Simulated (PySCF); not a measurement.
**C: electron affinity**

C⁻ [He] 2s2 2p3 (4S) → C [He] 2s2 2p2 (3P), as a difference of total energies. All numbers are calculated (PySCF 2.14, scalar relativity by spin-free X2C-1e, in aug-cc-pVQZ-DK). Correlated levels: valence: 1s2 frozen. The calculations carry no spin-orbit coupling.

```tsv
method	electron affinity (eV)
UHF	0.448
LDA	1.804
PBE	1.584
PBE0	1.412
r2SCAN	1.484
BP86	1.636
r2SCANh	1.434
PW91	1.617
M06-L	1.286
MP2 (valence)	1.283
SCS-MP2 (valence)	0.989
```

Q: How much does correlation contribute at MP2 (valence)?

A: 1.283 − (0.448) = 0.835 eV, measured against UHF.

Errors of the correlated levels include the incompleteness of this basis and the frozen core.

In the anion the highest occupied orbital energy is positive at LDA, PBE, PBE0, r2SCAN, BP86, r2SCANh, PW91, M06-L, a self-interaction effect; the basis confines that electron, and the energy difference can still be sensible.

For comparison: 1.262 eV (measured; photodetachment measurements, as compiled on the Wikipedia data page of electron affinities).
